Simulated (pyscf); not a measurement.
Structures and frequencies: ωB97X-D3(BJ)/def2-SVP in PySCF.

Question: Estimate by transition-state theory the rate constant of dimethyl ether (H₃C–O–CH₃) + H atom (H•) → methyl (CH₃•) + methanol (H₃C–OH) (doublet surface; C–O broken, H–O formed) at 600 K, with ωB97M-D3(BJ)/def2-TZVP energies (ideal gas, 1 atm, RRHO with modes under 100 cm⁻¹ raised to 100, one conformer, R ln 2 for chiral ones without a mode under 150 cm⁻¹; no tunnelling).

Answer: The electronic barrier is 28.4 kcal/mol and the thermal terms add +10.5, so ΔG‡ = 38.9 kcal/mol. With k_BT/h = 1.25e+13 s⁻¹ and RT = 1.192 kcal/mol, and a volume of 8.18e-20 cm³ per molecule at 1 atm, k = 6.6e-21 cm³ molecule⁻¹ s⁻¹. Wigner's tunnelling factor for 2004i cm⁻¹ would be 1.96, likely too low at so high a frequency. A shift of 1 kcal/mol in the barrier changes k by a factor 2.3. The same reactants have a lower exit, to •H₂C–O–CH₃ + H₂ (barrier +7.9 kcal/mol at ωB97M-D3(BJ)/def2-TZVP, against +28.4 kcal/mol here). H₃C–O–CH₃ lies 11.4 kcal/mol over its isomer H₃C–CH₂–OH (electronic energy, ωB97M-D3(BJ)/def2-TZVP). One saddle was located; it need not be the lowest between these sides. The angle at the attacked O is 144°.
